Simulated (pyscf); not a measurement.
H₂N–Si•(Cl)–Cl (SMILES N[Si](Cl)Cl) + H₂ (SMILES [H][H]) → Cl–SiH•–Cl (SMILES Cl[SiH]Cl) + NH₃ (SMILES N) (four-centre exchange; doublet surface; N–Si, H–H broken, H–Si, H–N formed). PySCF, gas phase, ωB97X-D3(BJ)/def2-SVP geometries. Energies in kcal/mol from the separated reactants.

```tsv
level	barrier	reaction energy
ωB97X-D3(BJ)/def2-TZVP	38.1	+11.9
PBE/def2-TZVP	31.1	+10.0
B3LYP-D3(BJ)/def2-TZVP	[?]	+11.5
PBE0-D3(BJ)/def2-TZVP	33.5	+10.4
M06-2X/def2-TZVP	39.9	+13.1
ωB97M-D3(BJ)/def2-TZVP	[?]	[?]
```

Task: What belongs in the gaps?

Result: 
- B3LYP-D3(BJ)/def2-TZVP, barrier: 36.9
- ωB97M-D3(BJ)/def2-TZVP, barrier: 36.6
- ωB97M-D3(BJ)/def2-TZVP, reaction energy: +10.8

The functionals in the table span 8.8 kcal/mol in this barrier, from PBE to M06-2X. On the product side the descent ends in an adduct with a N–Si contact, 8.8 kcal/mol under the separated species and 35.1 kcal/mol under the saddle at ωB97X-D3(BJ)/def2-TZVP. What is counted as broken (N–Si) persists as a longer contact in the product adduct; parting that adduct is a step of its own. At the saddle there is also a short H–Si contact that neither side keeps. The same reactants have a lower exit, to H₂N–SiH(Cl)–Cl + H• (barrier +15.9 kcal/mol at ωB97M-D3(BJ), against +36.6 kcal/mol here). This is the saddle that the search found; another between the same sides may lie lower.
